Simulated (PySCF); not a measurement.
Calculation: B3LYP-D3(BJ)/def2-TZVP (PySCF). Gas-phase values, no solvent. One relaxed conformer stands for a flexible species; it need not be the lowest. B3LYP has the VWN-RPA correlation part, as in Gaussian. Excitations are Tamm–Dancoff values on a coarser integration grid. The basis has no diffuse functions, so Rydberg states are missing or too high.

Reference species (SMILES): `C(=C)C` (neutral, multiplicity 1).

```
Item                     Result
----------------------  -------
S1–T1 gap (TDA)         2.94 eV
HOMO–LUMO gap           7.34 eV
S1 oscillator strength    0.000
T1 excitation (TDA)     4.49 eV
```

Changed species: `C#CCC=C` (X = ethynyl; the reference has X = H).

Task: What does the change do to the S1–T1 gap (TDA), HOMO–LUMO gap, S1 oscillator strength and T1 excitation (TDA)?

Result: the S1–T1 gap (TDA) falls by 1.14 eV, to 1.80 eV; the HOMO–LUMO gap drops by 0.14 eV, to 7.20 eV; the S1 oscillator strength is nearly the same; the T1 excitation (TDA) is nearly the same.
